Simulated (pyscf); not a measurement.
Optimised with ωB97X-D3(BJ)/def2-SVP in PySCF. Correlated levels are frozen-core, on RHF or UHF. ΔMP2 is the change of the MP2 total energy from the triple- to the quadruple-zeta basis.

SMILES: [CH3][Be][F]
```xyz
6

C      0.5330    -0.1701    -0.0196
Be    -0.3781     1.1689    -0.4382
F     -1.1373     2.2851    -0.7880
H      0.7547    -0.8037    -0.8963
H      0.0122    -0.8064     0.7173
H      1.5015     0.1168     0.4264
```

Question: How much does it cost (ΔH, 298 K, CCSD(T)/def2-TZVPP + ΔMP2(QZVPP)) to split H₃C–Be–F at its Be–F bond into [Be–CH₃]• + F•?

Answer: Be–F to [Be–CH₃]• + F•: 7.56 eV. The radicals are drawn with the spin at the cut bond; how far it spreads was not checked. Other isomers of [Be–CH₃]• were not searched in full and may lie lower. The CCSD(T) − MP2 part came from Ansatz, without density fitting, on the same reference. Left out: the spin-orbit lowering of F.
